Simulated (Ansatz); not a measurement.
`CN(C#N)CF` → 3 C• + F• + 5 H• + 2 N•  (atomization)

Gas-phase electronic energies from Ansatz, PBE0-D4/def2-TZVP geometries. CBS: MP2 limit from def2 TZ/QZ plus the TZ coupled-cluster correction, frozen cores. This one scheme is used for every species, atoms too. For atomizations the MP2-based limit and the directly extrapolated one differ by several kJ/mol either way, and by 10 to 25 for some Ge, Se and Sn compounds, so smaller differences from it don't rank the levels. Functionals use def2-TZVPP. No spin–orbit coupling; open shells (•) take unrestricted orbitals. Spin–orbit coupling would lower the free atoms: a little for C, F. Each species was taken in one conformer, which may not be the lowest.

`CN(C#N)CF`:

Cartesian coordinates in Å:
```
C 0.035 -1.230 -0.473
N 0.332 0.144 -0.083
C 0.691 0.995 -1.045
N 1.042 1.720 -1.873
C -0.302 0.670 1.071
F -1.663 0.836 0.885
H 0.773 -1.561 -1.202
H -0.965 -1.325 -0.902
H 0.108 -1.862 0.413
H -0.177 -0.032 1.898
H 0.125 1.645 1.310
```

| level | ΔE (kJ/mol) |
| --- | --- |
| LDA (SPW92) | 5288.2 |
| MP2/CBS(def2) | 4609.4 |

(1) What does CCSD(T)/CBS give? (Best estimate.)

Largest T1 diagnostic among the species: 0.013.

Answers

(1) Ansatz gave: +4485.2 kJ/mol. The listed levels differ from it by 803.0, 124.2 kJ/mol.

From r2SCAN to r2SCAN0 (25 % exact exchange), in def2-TZVPP and without D4, ΔE moves by −109.2 kJ/mol: exact exchange takes away binding that semilocal exchange gives to molecules. At CCSD(T), def2-SVP lies −225.1 kJ/mol from the extrapolated value and def2-TZVPP −129.2 kJ/mol: correlation converges slowly with the basis, and small sets miss more of it in the bonded molecule than in its fragments. In def2-TZVPP, CCSD(T) changes the Hartree–Fock value by +1304.7 kJ/mol (the triples alone add +91.3 kJ/mol) and MP2 by +1428.9 kJ/mol; breaking electron pairs costs correlation energy, which Hartree–Fock lacks.
